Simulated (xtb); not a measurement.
xtb input file for propane (C₃H₈), SMILES CCC, GFN2-xTB. 

```
$ xtb mol.xyz --gfn 2 --ohess tight --chrg 0 --uhf 0 --json
$ cat mol.xyz
11

C      1.11610000     0.51750000    -0.34480000
C      0.11980000    -0.61220000    -0.05010000
C     -1.24810000    -0.10630000     0.37810000
H      2.09970000     0.15520000    -0.63380000
H      0.74050000     1.18910000    -1.08460000
H      1.24490000     1.11560000     0.54760000
H      0.52760000    -1.24940000     0.71710000
H      0.01990000    -1.25530000    -0.97650000
H     -1.94880000    -0.86640000     0.53110000
H     -1.15880000     0.48300000     1.31800000
H     -1.64450000     0.56710000    -0.40630000
```

It prints:

```
[banner left out]
          |                Calculation Setup                |
           -------------------------------------------------



           -------------------------------------------------
          |                 G F N 2 - x T B                 |
           -------------------------------------------------

        Reference                      10.1021/acs.jctc.8b01176
      * Hamiltonian:
        H0-scaling (s, p, d)           1.850000    2.230000    2.230000
        zeta-weighting                 0.500000
      * Dispersion:
        s8                             2.700000
        a1                             0.520000
        a2                             5.000000
        s9                             5.000000
      * Repulsion:
        kExp                           1.500000    1.000000
        rExp                           1.000000
      * Coulomb:
        alpha                          2.000000
        third order                    shell-resolved
        anisotropic                    true
        a3                             3.000000
        a5                             4.000000
        cn-shift                       1.200000
        cn-exp                         4.000000
        max-rad                        5.000000


          ...................................................
          :                      SETUP                      :
          :.................................................:
          :  # basis functions                  20          :
          :  # atomic orbitals                  20          :
          :  # shells                           14          :
          :  # electrons                        20          :
          :  max. iterations                   250          :
          :  Hamiltonian                  GFN2-xTB          :
          :  restarted?                      false          :
          :  GBSA solvation                  false          :
          :  PC potential                    false          :
          :  electronic temp.          300.0000000     K    :
          :  accuracy                    1.0000000          :
          :  -> integral cutoff          0.2500000E+02      :
          :  -> integral neglect         0.1000000E-07      :
          :  -> SCF convergence          0.1000000E-05 Eh   :
          :  -> wf. convergence          0.1000000E-03 e    :
          :  Broyden damping             0.4000000          :
          :  net charge                          0          :
          :  unpaired electrons                  0          :
          ...................................................

 iter      E             dE          RMSdq      gap      omega  full diag
   1    -10.6310828 -0.106311E+02  0.252E+00   14.53       0.0  T
   2    -10.6628530 -0.317701E-01  0.127E+00   14.12       1.0  T
   3    -10.6632156 -0.362568E-03  0.687E-01   14.10       1.0  T
   4    -10.6632999 -0.843581E-04  0.104E-01   14.10       1.0  T
   5    -10.6633180 -0.181161E-04  0.547E-02   14.10       1.0  T
   6    -10.6633182 -0.150302E-06  0.200E-03   14.10      15.1  T
   7    -10.6633182 -0.783053E-08  0.944E-04   14.10      31.9  T
   8    -10.6633182 -0.513129E-09  0.169E-04   14.10     178.9  T

   *** convergence criteria satisfied after 8 iterations ***

         #    Occupation            Energy/Eh            Energy/eV
      -------------------------------------------------------------
         1        2.0000           -0.6128975             -16.6778
       ...           ...                  ...                  ...
         4        2.0000           -0.5057190             -13.7613
         5        2.0000           -0.4977514             -13.5445
         6        2.0000           -0.4749299             -12.9235
         7        2.0000           -0.4580050             -12.4630
         8        2.0000           -0.4420176             -12.0279
         9        2.0000           -0.4339323             -11.8079
        10        2.0000           -0.4218206             -11.4783 (HOMO)
        11                          0.0963218               2.6210 (LUMO)
        12                          0.1082306               2.9451
        13                          0.1391371               3.7861
        14                          0.1642887               4.4705
        15                          0.1716653               4.6712
       ...                                ...                  ...
        20                          0.3168100               8.6208
      -------------------------------------------------------------
                  HL-Gap            0.5181424 Eh           14.0994 eV
             Fermi-level           -0.1627494 Eh           -4.4286 eV

 SCC (total)                   0 d,  0 h,  0 min,  0.003 sec
 SCC setup                      ...        0 min,  0.000 sec (  3.014%)
 Dispersion                     ...        0 min,  0.000 sec (  1.983%)
[...]
 ---------------------------------------------------------------------------

Topologies differ in total number of bonds
Writing topology from bond orders to xtbtopo.mol

molecular dipole:
                 x           y           z       tot (Debye)
 q only:       -0.002       0.008       0.001
   full:       -0.002       0.008       0.001       0.021
molecular quadrupole (traceless):
                xx          xy          yy          xz          yz          zz
 q only:        0.067       0.016       0.023      -0.052      -0.001      -0.090
  q+dip:       -0.529      -0.163      -0.016       0.353       0.026       0.544
   full:       -0.236      -0.073      -0.009       0.158       0.011       0.245

           -------------------------------------------------
          |                Geometry Summary                 |
           -------------------------------------------------

      molecular mass/u    :       44.0957337
   center of mass at/Å    :       -0.0032991      -0.0437145      -0.0042756
  moments of inertia/u·Å² :        0.1719680E+02   0.5889564E+02   0.6668785E+02
Molecule has the following symmetry elements: (C2) 2*(sigma)
It seems to be the C2v point group
rotational constants/cm⁻¹ :        0.9802773E+00   0.2862289E+00   0.2527842E+00

 * 10 selected distances

     #   Z          #   Z                                           value/Å
     1   6 C        2   6 C                                       1.5236538
     2   6 C        3   6 C                                       1.5237695 (max)
     1   6 C        4   1 H                                       1.0876737
     1   6 C        5   1 H                                       1.0880054
     1   6 C        6   1 H                                       1.0880233
     2   6 C        7   1 H                                       1.0923564
     2   6 C        8   1 H                                       1.0923559
     3   6 C        9   1 H                                       1.0876138 (min)
     3   6 C       10   1 H                                       1.0880038
     3   6 C       11   1 H                                       1.0880292

 * 2 distinct bonds (by element types)

   Z      Z             #   av. dist./Å        max./Å        min./Å
   1 H    6 C           8     1.0890077     1.0923564     1.0876138
   6 C    6 C           2     1.5237116     1.5237695     1.5236538

           -------------------------------------------------
          |               Frequency Printout                |
           -------------------------------------------------
 projected vibrational frequencies (cm⁻¹)
eigval :       -0.00    -0.00     0.00     0.00     0.00     0.00
eigval :      206.81   257.38   374.14   793.49   928.45   935.40
eigval :      952.22  1116.52  1167.91  1207.68  1272.52  1345.02
eigval :     1413.05  1420.84  1498.98  1500.07  1504.03  1509.58
eigval :     1510.85  2967.47  2981.81  3026.77  3027.70  3032.00
eigval :     3035.67  3037.24  3037.50
 reduced masses (amu)
   1:  9.31   2:  9.92   3:  8.96   4:  9.57   5:  7.01   6:  6.40   7:  1.26   8:  2.36
   9:  7.43  10:  1.82  11:  1.90  12:  7.89  13:  2.93  14:  8.09  15:  6.53  16:  5.68
  17:  2.26  18:  4.61  19:  3.37  20:  3.10  21:  1.80  22:  1.54  23:  1.59  24:  1.52
  25:  1.68  26:  1.96  27:  1.48  28:  1.95  29:  1.88  30:  1.96  31:  1.93  32:  1.32
  33:  1.26
 IR intensities (km·mol⁻¹)
   1:  0.00   2:  0.00   3:  0.00   4:  0.00   5:  0.00   6:  0.00   7:  0.00   8:  0.01
   9:  0.67  10:  9.43  11:  0.00  12:  1.38  13:  4.16  14:  1.54  15:  4.29  16:  1.65
  17:  0.00  18:  3.15  19:  2.51  20:  0.39  21:  0.31  22:  0.00  23:  1.07  24:  4.11
  25:  1.70  26: 36.19  27: 31.09  28:  0.03  29:  9.82  30:113.81  31: 76.45  32: 57.74
  33: 21.34
 Raman intensities (Ä⁴*amu⁻¹)
   1:  0.00   2:  0.00   3:  0.00   4:  0.00   5:  0.00   6:  0.00   7:  0.00   8:  0.00
   9:  0.00  10:  0.00  11:  0.00  12:  0.00  13:  0.00  14:  0.00  15:  0.00  16:  0.00
  17:  0.00  18:  0.00  19:  0.00  20:  0.00  21:  0.00  22:  0.00  23:  0.00  24:  0.00
  25:  0.00  26:  0.00  27:  0.00  28:  0.00  29:  0.00  30:  0.00  31:  0.00  32:  0.00
  33:  0.00
 output can be read by thermo (or use thermo option).
 writing <g98.out> molden fake output.
 recommended (thermochemical) frequency scaling factor: 1.0
           -------------------------------------------------
          |             Thermodynamic Functions             |
           -------------------------------------------------

c2v symmetry found (for desy threshold:  0.10E+00) used in thermo

          ...................................................
          :                      SETUP                      :
          :.................................................:
          :  # frequencies                          27      :
          :  # imaginary freq.                       0      :
          :  linear?                             false      :
          :  only rotor calc.                    false      :
          :  symmetry                              c2v      :
          :  rotational number                       2      :
          :  scaling factor                  1.0000000      :
          :  rotor cutoff                   50.0000000 cm⁻¹ :
          :  imag. cutoff                  -20.0000000 cm⁻¹ :
Note: The following floating-point exceptions are signalling: IEEE_UNDERFLOW_FLAG IEEE_DENORMAL
normal termination of xtb
          :.................................................:

    mode    ω/cm⁻¹     T·S(HO)/kcal·mol⁻¹    T·S(FR)/kcal·mol⁻¹   T·S(vib)
   ------------------------------------------------------------------------
       1    206.81    -0.61767 ( 99.66%)    -0.63545 (  0.34%)    -0.61773
       2    257.38    -0.50074 ( 99.86%)    -0.57074 (  0.14%)    -0.50084
   ------------------------------------------------------------------------

   temp. (K)  partition function   enthalpy   heat capacity  entropy
                                   cal/mol     cal/K/mol   cal/K/mol   J/K/mol
 298.15  VIB   2.87                 1067.097      8.664      5.677
         ROT  0.993E+04              888.752      2.981     21.270
         INT  0.285E+05             1955.849     11.645     26.946
         TR   0.283E+27             1481.254      4.968     37.260
         TOT                        3437.1032    16.6129    64.2068   268.6412

       T/K    H(0)-H(T)+PV         H(T)/Eh          T*S/Eh         G(T)/Eh
   ------------------------------------------------------------------------
    298.15    0.547737E-02    0.108134E+00    0.305067E-01    0.776274E-01
   ------------------------------------------------------------------------

         :::::::::::::::::::::::::::::::::::::::::::::::::::::
         ::                  THERMODYNAMIC                  ::
         :::::::::::::::::::::::::::::::::::::::::::::::::::::
         :: total free energy         -10.423200698163 Eh   ::
         ::.................................................::
         :: total energy              -10.500828086647 Eh   ::
         :: zero point energy           0.102656727132 Eh   ::
         :: G(RRHO) w/o ZPVE           -0.025029338648 Eh   ::
         :: G(RRHO) contrib.            0.077627388484 Eh   ::
         :::::::::::::::::::::::::::::::::::::::::::::::::::::

optimized geometry written to: xtbopt.xyz


           -------------------------------------------------
          | TOTAL ENERGY              -10.500828086647 Eh   |
          | TOTAL ENTHALPY            -10.392693986888 Eh   |
          | TOTAL FREE ENERGY         -10.423200698163 Eh   |
          | GRADIENT NORM               0.000133233642 Eh/α |
          | HOMO-LUMO GAP              14.583963493015 eV   |
           -------------------------------------------------

------------------------------------------------------------------------
------------------------------------------------------------------------
 total:
 SCF:
 ANC optimizer:
 analytical hessian:
```

Self-consistency was reached.

Cost: roughly 0.17 core-seconds.
